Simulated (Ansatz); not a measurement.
# C2H5N3O, SMILES NC(N)=NC=O: a single point in a Gaussian basis

With the Python package of Ansatz (0.2.0).

Interactive session:
```pycon
>>> import json
>>> import ansatz as az
>>> import numpy as np
>>> import pandas as pd
>>> from rdkit import Chem
>>> from rdkit.Chem import AllChem
>>> BASIS = 'def2-SVP'
>>> XC = 'blyp'
>>> # a force-field geometry from the SMILES
>>> rd = Chem.AddHs(Chem.MolFromSmiles('NC(N)=NC=O'))
>>> AllChem.EmbedMolecule(rd, randomSeed=500)
0
>>> AllChem.UFFOptimizeMolecule(rd)
0
>>> c2h5n3o = az.Crystal.molecule()
>>> for atom, xyz in zip(rd.GetAtoms(), rd.GetConformer().GetPositions()):
...     c2h5n3o = c2h5n3o.atom(atom.GetSymbol(), xyz.round(5).tolist())
...
>>> calc = (
...     c2h5n3o.calculation()
...     .basis(gaussian=BASIS)
...     .functional(XC)
...     .forces()
... )
>>> done = calc.run(threads=1, backend='cpu')
>>> data = done.report
>>> sorted(key for key in data if key.endswith('_ev'))
['free_energy_ev', 'reference_energy_ev']
>>> data['free_energy_ev']
-8663.184794448356
>>> data['converged'], data['free_energy_ev']
(True, -8663.184794448356)
>>> print(f'E = {data["free_energy_ev"]:.6f} eV = {data["free_energy_ev"] / 27.211386246:.7f} Ha')
E = -8663.184794 eV = -318.3661691 Ha
>>> print('converged:', data['converged'], ' doubts:', data['published_state_doubts'] or 'none')
converged: True  doubts: none
>>> symbols = [site.symbol for site in c2h5n3o.cartesian_sites]
>>> print('forces (eV/A)')
forces (eV/A)
>>> for symbol, f in zip(symbols, data['forces_ev_ang']):
...     print(f'  {symbol:2s} {f[0]:9.4f} {f[1]:9.4f} {f[2]:9.4f}')
...
  N     0.1932   -1.1221    0.2669
  C    -0.4267   -1.1567    0.2553
  N    -1.0194    1.3270    0.2226
  N     1.5842    0.3484   -1.6237
  C    -2.6772   -1.3364    3.4970
  O     0.1797    0.9413   -1.2761
  H     0.0067   -1.1430    0.2741
  H     0.8966    0.2133   -0.4726
  H     0.1024    1.0715    0.4953
  H     0.6585    0.0502   -0.7195
  H     0.5021    0.8066   -0.9193
>>> charges = data['charge_distribution']
>>> table = pd.DataFrame({'atom': symbols, 'mulliken': charges['mulliken_charges_e'], 'lowdin': charges['lowdin_charges_e']})
>>> table.round(3)
   atom  mulliken  lowdin
0     N    -0.066   0.146
1     C    -0.046  -0.150
2     N    -0.083   0.147
3     N    -0.146  -0.077
4     C     0.153  -0.089
5     O    -0.262  -0.037
6     H     0.130   0.037
7     H     0.107   0.025
8     H     0.137   0.024
9     H     0.098   0.019
10    H    -0.022  -0.045
>>> print('dipole (e A):', np.round(charges['dipole_moment_e_ang'], 4) + 0.0)
dipole (e A): [-0.9717  0.2462  0.141 ]
>>> with open('c2h5n3o.json', 'w') as handle:
...     json.dump({k: data[k] for k in ('free_energy_ev', 'reference_energy_ev', 'n_occupied', 'n_virtual')}, handle, indent=1)
...
```

`c2h5n3o.json`, as written:
```json
{
 "free_energy_ev": -8663.184794448356,
 "reference_energy_ev": -8663.184794448356,
 "n_occupied": [
  23,
  23
 ],
 "n_virtual": [
  86,
  86
 ]
}
```

Caveats:
- Total energies depend on the basis set; only differences at equal settings carry meaning.
- The geometry is a force-field or estimated start, not a minimum of this method, and the basis set is short of its limit.
- The Löwdin charges here are taken after orthogonalising the functions within each atom; they differ from plain Löwdin charges, and their signs can be unphysical.
- The whole script took 3.9 s on 1 thread of AMD EPYC 7B13 (Zen 3) (shared host), peak memory 0.3 GiB.
